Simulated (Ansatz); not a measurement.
Basis-set extrapolation for C₂H₃NO₂ (PBE0-D4/def2-TZVP geometry, frozen core, the Gaussian-basis code of Ansatz). Multiplicity 1, RHF reference.

|  | def2-TZVPP | def2-QZVPP |
| --- | --- | --- |
| HF | -281.726995 | -281.739475 |
| MP2 correlation | -0.962874 | -1.035717 |
| CCSD(T) correlation | -1.021720 | not run |

Energies in hartree. Use E(X) = E(∞) + A·exp(−7.88·√X) for Hartree–Fock and E(X) = E(∞) + B·X^(−2.97) for correlation, with X = 3 and 4, and add CCSD(T) minus MP2 of the smaller set to the MP2 limit.

Question: What is the CCSD(T) energy at the basis-set limit?

Answer: HF limit: -281.739475 + (-0.012480) × 0.13774 = -281.74119. MP2 limit: -1.035717 + (-0.072843) × 0.74074 = -1.08967. Higher-order term: -1.021720 − (-0.962874) = -0.05885. Total: -282.88971 hartree, 370.2 kJ/mol below CCSD(T)/def2-TZVPP.
